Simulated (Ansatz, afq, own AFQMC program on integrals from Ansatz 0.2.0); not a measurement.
## SiH2O2, singlet → SiH2O2⁺, doublet

```xyz
5

O    -1.4552   -0.1045   -0.2789
Si   -0.2173   -0.8052    0.5782
O     1.0336    0.1917    0.0644
H    -1.2144    0.6506   -0.8336
H     1.9033   -0.0062    0.4284
```

Connectivity, by distances: OH–Si–OH.

E(doublet, charge +1) − E(singlet, charge +0) at this geometry, on RHF and UHF determinants.

Basis def2-TZVP. Noble-gas cores (and the filled d shells of Ga–Kr and In–Xe) are frozen. Integrals, coupled cluster, full CI and functionals: Ansatz 0.2.0; the random walks run on the same integrals in our own AFQMC program. ph-AFQMC/CISD is guided by a CISD state made of CCSD amplitudes; releasing the constraint for a short imaginary time cuts its bias at the price of noise, slowly where states lie close. Error bars are statistical, one sigma. The errors of all members are added in quadrature.

No full CI on the walks' own integrals is used here. The released AFQMC energy serves as the reference, which it does only where one determinant dominates, the energy is flat over the last release times and near the phaseless one (40 meV or 2 meV an electron, half that with transition metals). On small molecules, where full CI could be run and the noise was under 10 meV, such values lay within 10 meV of it in 19 cases of 20, a flattering rate, since the rule was set on those same cases; what remains of the bias isn't in the error bar. Each member takes its own surest rung, up to full CI.

The best estimate is CCSD(T) at the basis-set limit (CBS: def2-TZVPP and def2-QZVPP, with their diffuse functions for anions and beside diffuse sets, CCSD(T) itself extrapolated) plus the step from CCSD(T) to AFQMC with the constraint released in def2-TZVP. Rows without CBS are in def2-TZVP; B2PLYP and the wave-function rows carry a basis error of their own. Core correlation and relativity beyond core potentials are missing, and ± holds the sampling alone.

Cautions: SiH₂O₂ (singlet): the released value is read at 1.50 1/Eh with a noise of 12 meV, more than in the cases checked (meV from the phaseless value at times in 1/Eh: -6 ± 7 at 0.24, -16 ± 6 at 0.51, -8 ± 9 at 0.99, -18 ± 12 at 1.50); SiH₂O₂⁺ (doublet): the released value is read at 0.99 1/Eh with a noise of 11 meV, more than in the cases checked, later times being too noisy (meV from the phaseless value at times in 1/Eh: -9 ± 11 at 0.24, -11 ± 9 at 0.51, -25 ± 11 at 0.99, -56 ± 17 at 1.50).

Best estimate: 227.4 ± 0.4 kcal/mol.

```
         level  vertical ionization energy (kcal/mol)  error against the best estimate (kcal/mol)
            HF                                  203.2                                 -24.2 ± 0.4
           MP2                                  220.0                                  -7.4 ± 0.4
          CCSD                                  224.1                                  -3.3 ± 0.4
       CCSD(T)                                  223.8                                  -3.5 ± 0.4
 ph-AFQMC/CISD                            223.9 ± 0.2                                  -3.5 ± 0.5
released AFQMC                            223.7 ± 0.4                                        -3.6
        HF/CBS                                  203.5                                 -23.9 ± 0.4
       MP2/CBS                                  224.3                                  -3.0 ± 0.4
   CCSD(T)/CBS                                  227.5                                   0.1 ± 0.4
           PBE                                  218.7                                  -8.7 ± 0.4
        r2SCAN                                  217.9                                  -9.5 ± 0.4
          PBE0                                  221.4                                  -5.9 ± 0.4
         B3LYP                                  224.2                                  -3.2 ± 0.4
       wB97M-V                                  225.2                                  -2.2 ± 0.4
        B2PLYP                                  221.8                                  -5.5 ± 0.4
```

Correlation beyond CCSD(T) changes it by less than twice the noise. Going to the basis-set limit adds 3.6 kcal/mol at CCSD(T). The perturbative (T) step is worth −0.2 kcal/mol. The functionals spread over 7.3 kcal/mol; wB97M-V and B3LYP come nearest and r2SCAN is 9.5 kcal/mol too low.

Best estimates are given only where the step beyond CCSD(T) is under 0.3 eV and no member's determinant is very poor (T1 over 0.05, or 0.07 for open shells, ⟨S²⟩ too high by 0.3, two states mixed), so the hardest cases are missing from such tables.

The functionals ran in a triple-zeta set and keep a basis error of their own, a few kJ/mol for each bond in atomization energies and more for double hybrids, so close places among them and the extrapolated levels can swap.

Each member of a difference takes its own highest rung, so a best estimate needn't equal the limit plus the step of one row. Released energies are given only where the last usable release times agree within the noise; a slower fall can still hide under it.
